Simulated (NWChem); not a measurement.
# SO3 (sulfur trioxide): B86bPBE/DGauss-DZVP

Aim: the vertical ionisation energy of SO3 (sulfur trioxide) at B86bPBE/DGauss-DZVP, from 2 runs. 

The calculation is run with NWChem 7.3.0.

1 further run of the same task is left out (set aside as unsound or not needed).

### Step 1. The system as given

SO3 has 4 atoms, charge 0, and is taken as a singlet. As SMILES, `O=S(=O)=O`. The coordinates come from a GFN2-xTB relaxation.

Bond lengths: O1–S2 1.418 Å, S2–O3 1.418 Å, S2–O4 1.418 Å. Angles: O1–S2–O3 120.0°, O1–S2–O4 120.0°, O3–S2–O4 120.0°.

### Step 2. Energy and one-electron properties at B86bPBE/DGauss-DZVP

The input, o3s.xyz:

```xyz
4
O3S properties
O     -1.120230    -0.683760     0.536200
S      0.000050    -0.000150    -0.000380
O      1.307630    -0.327510     0.440320
O     -0.187450     1.011420    -0.976150
```

The input, o3s.nw:

```
start o3s
title "O3S properties"
memory 2200 mb

geometry units angstrom noautosym nocenter noautoz
 load o3s.xyz
end

basis spherical bse
 * library DGauss-DZVP
end

dft
 xc becke86b cpbe96
 mult 1
 grid medium
 mulliken
 noprint "final vectors analysis"
end

property
 efieldgrad
 efield
 mulliken
 electrondensity
 dipole
end

task dft property
```

Launch:

```sh
$ nwchem o3s.nw > o3s.out
```

Output:

```text
[...]
          Wavefunction type:  closed shell.
          No. of atoms     :     4
          No. of electrons :    40
[...]
          Charge           :     0
          Spin multiplicity:     1
[...]
          AO basis - number of functions:    60
[...]
              XC Information
              --------------
                    Becke 1986 Exchange Functional  1.000
            Perdew 1991 LDA Correlation Functional  1.000 local
           PerdewBurkeErnz. Correlation Functional  1.000 non-local
[...]
 d= 0,ls=0.0,diis     1   -623.4955931664 -8.08D+02  4.29D-02  2.01D+00     1.6
[...]
 d= 0,ls=0.0,diis     8   -623.7222024823  9.01D-09  4.14D-06  1.24D-07     8.9
         Total DFT energy =     -623.722202482288
      One electron energy =    -1224.416649466718
           Coulomb energy =      467.393606846031
    Exchange-Corr. energy =      -51.373616660583
 Nuclear repulsion energy =      184.674456798981
[...]
      Total Density - Mulliken Population Analysis
     ---------------------------------------------
    Atom       Charge   Shell Charges
 -----------   ------   -------------------------------------------------------
    1 O    8     8.42   2.00  0.98  0.89  3.42  1.11  0.04
    2 S   16    14.73   2.00  2.00  1.06  0.08  5.99  2.70  0.22  0.67
    3 O    8     8.42   2.00  0.98  0.89  3.42  1.11  0.04
    4 O    8     8.42   2.00  0.98  0.89  3.42  1.11  0.04
[...]
   Dipole moment        0.0027170163 Debye(s)
             DMX       -0.0005404846 DMXEFC        0.0000000000
             DMY       -0.0000487271 DMYEFC        0.0000000000
             DMZ       -0.0026622697 DMZEFC        0.0000000000
   -EFC- dipole         0.0000000000 DEBYE(S)
   Total dipole         0.0027170163 DEBYE(S)
[...]
```

Wall time 9.6 s (1 thread of Intel Xeon Platinum 8175M at 2.50GHz (Skylake/Cascade Lake), shared host); peak memory 0.11 GiB.

Atomic charges (e):

```csv
atom,Mulliken,Löwdin
O1,-0.425,-0.450
S2,+1.275,+1.350
O3,-0.425,-0.450
O4,-0.425,-0.450
```

### Step 3. The doublet cation, same level

The input, o3s.nw:

```
start o3s
memory total 2200 mb
charge 1
geometry noautosym nocenter noautoz
  O     -1.120230    -0.683760     0.536200
  S      0.000050    -0.000150    -0.000380
  O      1.307630    -0.327510     0.440320
  O     -0.187450     1.011420    -0.976150
end
basis spherical bse
  * library DGauss-DZVP
end
dft
  xc becke86b cpbe96
  mult 2
  grid medium
  iterations 150
  mulliken
  print low
end
property
  efieldgrad
  efield
  mulliken
  electrondensity
  dipole
end
task dft property
```

Launch:

```sh
$ nwchem o3s.nw > o3s.out
```

Output:

```text
[...]
 d= 0,ls=0.0,diis     1   -623.1606465616 -8.08D+02  1.33D-02  3.16D-01     1.9
[...]
 d= 0,ls=0.0,diis    11   -623.2696490219 -6.62D-09  4.16D-07  2.01D-09    15.3
[...]
         Total DFT energy =     -623.269649021908
      One electron energy =    -1211.819429947156
           Coulomb energy =      454.831840584088
    Exchange-Corr. energy =      -50.956516457821
 Nuclear repulsion energy =      184.674456798981
[...]
      Total Density - Mulliken Population Analysis
     ---------------------------------------------
    Atom       Charge   Shell Charges
 -----------   ------   -------------------------------------------------------
    1 O    8     8.14   2.00  1.01  0.89  3.32  0.88  0.04
    2 S   16    14.58   2.00  2.00  1.07  0.05  5.99  2.70  0.08  0.68
    3 O    8     8.14   2.00  1.01  0.89  3.32  0.88  0.04
    4 O    8     8.14   2.00  1.01  0.89  3.32  0.88  0.04
[...]
      <S2> =      0.7540 (Exact =     0.7500)
[...]
   Dipole moment        0.0017587290 Debye(s)
             DMX        0.0005432315 DMXEFC        0.0000000000
             DMY       -0.0008123364 DMYEFC        0.0000000000
             DMZ       -0.0014622369 DMZEFC        0.0000000000
   -EFC- dipole         0.0000000000 DEBYE(S)
   Total dipole         0.0017587290 DEBYE(S)
[...]
```

It took 16 s on 1 thread of Intel Xeon Platinum 8175M at 2.50GHz (Skylake/Cascade Lake), shared host; peak memory 0.11 GiB.

Atomic charges (e):

```csv
atom,Mulliken,Löwdin
O1,-0.141,-0.150
S2,+1.423,+1.450
O3,-0.141,-0.150
O4,-0.141,-0.150
```

### Step 4. Outcome

At B86bPBE/DGauss-DZVP:

```
                                          quantity          value
                         singlet SO3: total energy  -623.72220 Eh
                        singlet SO3: dipole moment         0.00 D
                      doublet cation: total energy  -623.26965 Eh
                              doublet cation: ⟨S²⟩          0.754
vertical ionisation energy (to the doublet cation)      12.315 eV
```

In words: The vertical ionisation energy comes to 12.31 eV (284 kcal/mol).
